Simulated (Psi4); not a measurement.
Psi4 input (wB97X-D/6-31G*):

```
memory 1500 MB

molecule {
1 2
C    -0.00677442    1.13492425    0.30903550
C     0.00621328   -1.13287317    0.31648329
C     0.74276151    0.00321406   -0.31659517
C    -0.74219232   -0.00529457   -0.31789940
H    -0.00831064    1.23676748    1.39372236
H    -0.01170322    2.07740938   -0.22784986
H     0.00580282   -1.22760088    1.40181571
H     0.01209977   -2.07885887   -0.21420004
H     1.42548386    0.00439170   -1.14856569
H    -1.42342090   -0.01193223   -1.15106786
symmetry c1
no_reorient
no_com
}

set {
  basis 6-31G*
  reference uks
  scf_type pk
  dft_radial_points 99
  dft_spherical_points 590
  e_convergence 1e-8
  d_convergence 1e-7
  maxiter 150
}

e = energy('wb97x-d')
print_out(f'\nFINAL {e:.10f} DIPOLE {variable("CURRENT DIPOLE")[0]:.6f} {variable("CURRENT DIPOLE")[1]:.6f} {variable("CURRENT DIPOLE")[2]:.6f}\n')
```

**Question.** What final total energy does it give?

**Answer.** -155.56311 Eh.
